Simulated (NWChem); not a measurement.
Lowest excitation of ethylamine (C2H7N)

```xyz
10

C      1.1899     0.4470     0.0113
C      0.0408    -0.5497    -0.1004
N     -1.2484     0.1290     0.0017
H      2.1650    -0.0508    -0.1121
H      1.0940     1.2331    -0.7539
H      1.1922     0.9402     0.9989
H      0.1907    -1.3575     0.6509
H      0.0857    -1.0440    -1.0869
H     -2.0130    -0.5374    -0.1092
H     -1.3597     0.5299     0.9348
```
Charge 0, spin multiplicity 1.

Everything below was run with NWChem. All single points use one geometry, from B3LYP/def2-SVP, a minimum by its harmonic frequencies. It is one conformer; others weren't searched.

Basis set: 6-31+G*.

B3LYP has NWChem's definition, with VWN1-RPA local correlation. The Pople sets run with spherical d functions.

Q: One of these methods gave a lowest vertical singlet excitation energy of 7.21 eV. Which?
A. TD-PBE
B. TD-PBE0
C. CIS
D. TD-B3LYP

A: C, CIS. The others give 5.12 (TD-PBE), 5.84 (TD-PBE0), 5.59 (TD-B3LYP).
